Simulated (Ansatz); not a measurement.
# AlC (quartet): PBE-QIDH, RPA-PBE over a scan of the distance Al1–C2, cc-pVDZ

Aim: run AlC (quartet) with these functionals over a scan of the distance Al1–C2, and hold them against the top wave-function level at the same points.

Program: Ansatz 0.2.0, Gaussian basis. Level of theory: cc-pVDZ, all electrons in the functionals, frozen cores in the correlation of double hybrids and RPA. These are calculated values, not measurements.

Plan: PBE-QIDH, RPA-PBE, at 1.593 Å; 1.807 Å; 1.967 Å; 2.172 Å; 2.392 Å; 2.688 Å; 3.215 Å; 3.699 Å; 4.309 Å; 5.226 Å; 6.777 Å.

23 further runs of the same task are left out: 16 that didn't finish, 7 set aside as unsound or not needed.

## 1. The geometry

The geometry derives from a PBE0/def2-TZVP stationary point (not a proven minimum). One bond is set to the value named and the two fragments are kept rigid.

2 atoms, charge 0, spin multiplicity 4.

Atoms are counted from 1 here; the program's logs count them from 0.

Bond lengths: Al1–C2 1.967 Å.

No dispersion term is added.

The geometry shown and the zero of energy belong to the point 1.967 Å. The yardstick, FCI, and other wave-function levels (R restricted, U unrestricted, valence and pair active spaces) come from earlier runs.

## 2. PBE-QIDH, 1.593 Å

Contents of in.yaml:

```yaml
crystal:
  periodic: [false, false, false]
  atoms:
    - {symbol: Al, position_ang: [0.000000, 0.000000, 0.000000]}
    - {symbol: C, position_ang: [0.000000, 0.000000, 1.593000]}
basis:
  gaussian: {orbitals: cc-pVDZ}
magnetization: {spin_polarized: true, initial_magnetization: 3}
hamiltonian: {xc: {name: PBE-QIDH}}
correlation: {electrons: outside_noble_gas}
```

Command:

```bash
> ansatz run in.yaml --threads 1 --pin off --events-out ev --progress --plain --max-ram 2393MiB
```

After this run come: PBE-QIDH, 1.807 Å; PBE-QIDH, 1.967 Å; PBE-QIDH, 2.172 Å; PBE-QIDH, 2.392 Å; PBE-QIDH, 2.688 Å; PBE-QIDH, 3.215 Å; PBE-QIDH, 3.699 Å; PBE-QIDH, 4.309 Å; PBE-QIDH, 5.226 Å; PBE-QIDH, 6.777 Å; RPA-PBE, 1.593 Å; RPA-PBE, 1.807 Å; RPA-PBE, 1.967 Å; RPA-PBE, 2.172 Å; RPA-PBE, 2.392 Å; RPA-PBE, 2.688 Å; RPA-PBE, 3.215 Å; RPA-PBE, 3.699 Å; RPA-PBE, 4.309 Å; RPA-PBE, 5.226 Å; RPA-PBE, 6.777 Å.

**Question.** What will the summary of the whole plan be? Wanted: span of the FCI curve; largest miss, PBE-QIDH; largest miss, RPA-PBE.

As calculated:

| quantity | value |
| --- | --- |
| span of the FCI curve | 291.1 kJ/mol |
| largest miss, PBE-QIDH | +18.1 kJ/mol (3.215 Å) |
| largest miss, RPA-PBE | -74.9 kJ/mol (6.777 Å) |

**Reading.** Of the functionals, PBE-QIDH keep the smallest largest miss at the points compared (at most 18.1 kJ/mol) and RPA-PBE strays most (74.9 kJ/mol, at 6.777 Å). Functionals and the yardstick converge differently with the basis, so part of each miss in cc-pVDZ is the basis.
